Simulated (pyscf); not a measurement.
# Routes from H₃Si–S–SnH₃ + H atom (H•)

Candidate steps break at most two bonds and form at most two. Each was searched with GFN2-xTB (tblite) first. Single points on ωB97X-D3(BJ)/def2-SVP structures (PySCF, gas phase). Energies: ωB97M-D3(BJ)/def2-TZVP, kJ/mol, from the separated reactants, doublet surface; ΔG‡ with ideal gas, 1 atm, RRHO with modes under 100 cm⁻¹ raised to 100, one conformer, R ln 2 for chiral ones without a mode under 150 cm⁻¹.

```tsv
products	type	ΔE‡	ΔE	ΔG‡ 298 K	ΔG‡ 900 K	ν‡ (cm⁻¹)
H₃Si–SH + SnH₃•	substitution at S	14.1	-81.4	39.2	93.9	715i
SiH₃• + HS–SnH₃	substitution at S	34.2	-8.8	60.5	117.4	572i
```

Plain bond fissions and candidates not yet searched are not listed, and one of them may be faster. Each barrier is that of the saddle found; lower ones may exist. Elements past Kr carry the def2 core potentials, without spin-orbit coupling.
